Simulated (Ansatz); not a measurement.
Reaction (SMILES): C=C (C2H4) + 2 [H][H] (H2) → 2 C (CH4)
B3LYP-D3(BJ)/def2-TZVP geometries, fixed; electronic energies without zero-point terms.

Basis-set convergence of the energy of full hydrogenation at PBE0 with Ansatz (a first-principles code). Cartesian d functions, on some or all atoms, in 6-31+G*, 6-31G**; all else is spherical. The program fits the integrals of some runs and decomposes those of others, by size. No added dispersion term, no relativity. Functions are those of the species that has most. Reference: the value in aug-pcseg-3, -62.74 kcal/mol, itself unsure by roughly 0.02 kcal/mol (its mean distance from aug-cc-pVQZ, cc-pV5Z, def2-QZVPPD). Deviations are taken from unrounded values.

| basis | functions | energy of full hydrogenation (kcal/mol) | minus reference (kcal/mol) |
|---|---|---|---|
| 3-21G | 26 | -68.40 | -5.66 |
| 6-31+G* | 46 | -65.89 | -3.14 |
| cc-pVDZ | 48 | -64.20 | -1.46 |
| pcseg-1 | 48 | -64.05 | -1.30 |
| 6-31G** | 50 | -65.81 | -3.07 |
| aug-cc-pVDZ | 82 | -64.05 | -1.30 |
| aug-pcseg-1 | 82 | -64.02 | -1.28 |
| 6-311++G(2d,2p) | 94 | -63.53 | -0.78 |
| def2-TZVPD | 110 | -62.41 | 0.34 |
| cc-pVTZ | 116 | -63.14 | -0.40 |
| 6-311++G(3df,3pd) | 150 | -62.79 | -0.05 |
| aug-cc-pVQZ | 344 | -62.78 | -0.03 |
| aug-pcseg-3 | 366 | -62.74 | 0.00 |

The smallest set listed that lies within 4 kcal/mol of the reference with all its larger relatives (same family, alike in diffuse functions; a set with none counts only in the reference's own line) is 6-31+G* (46 functions, -3.14 kcal/mol off). (Relatives not listed, tested too: 6-311G** -1.11, 6-311+G** -0.57, pcseg-2 -0.26, jun-cc-pV(T+d)Z -0.17, def2-TZVPPD -0.13, aug-cc-pVTZ -0.11, aug-pcseg-2 -0.21, cc-pVQZ -0.15, pcseg-3 -0.01, def2-QZVPPD -0.01, cc-pV5Z -0.02 kcal/mol.)
